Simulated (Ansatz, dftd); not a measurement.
Species: C₂HO, charge 0, doublet. C2HO (SMILES [CH]=C=O, doublet).
B3LYP-D3(BJ)/def2-TZVP minimum from Ansatz (an electronic-structure program):
```
C
O 1 1.1710
C 1 1.2878 2 170.77
H 3 1.0711 1 137.10 2 -180.00
```
Charge 0, spin multiplicity 2.

Property: atomisation energy (electronic, to ground-state atoms), in kcal/mol. Radicals and triplets start from unrestricted determinants; spin-orbit coupling is neglected. Correlated methods leave the cores frozen. Rows without X2C or -DK are non-relativistic. CBS(X,Y): correlation extrapolated as X^-3, Hartree-Fock from the larger set. A bracket is a step between two methods taken in the basis named. Functionals run without relativity, which enters their misses. 'core' is core correlation in cc-pwCVTZ, 'X2C' scalar relativity in cc-pVTZ-DK, both at CCSD(T). Where a partner has so few electrons that a lower coupled-cluster level is exact, that level stands in. The UHF reference of C2HO ([CH]=C=O, doublet) is spin-contaminated (<S^2> up to 0.07 over the pure value in the sets run).

Compared with CCSD(T)/CBS(cc-pVTZ,cc-pVQZ) + [CCSDT(Q) - CCSD(T)]/cc-pVTZ + core + X2C (Ansatz): 420.6 kcal/mol.

Costs are rough ratios of core time, to one figure, on one kind of shared machine, summed over the single points of the molecules; atoms, geometries and frequencies are left out. The first row took roughly 10 core seconds; short runs hold start-up time.

```
level                           program  cost relative to the first row  difference (kcal/mol)
-----------------------  --------------  ------------------------------  ---------------------
CAM-B3LYP-D4/def2-TZVPD  Ansatz + dftd4                               1                    3.2
CAM-B3LYP/def2-TZVPD             Ansatz                               1                    2.4
wB97M-V/def2-TZVPD               Ansatz                               2                    2.1
CCSD(T)/cc-pVTZ                  Ansatz                               7                  -15.7
CCSDT(Q)/cc-pVDZ                 Ansatz                              10                  -37.9
CCSDT(Q)/cc-pVTZ                 Ansatz                             200                  -14.7
```

The dearest row costs roughly 200 times the first. Costs within a factor of two don't rank. The table holds for this case alone.
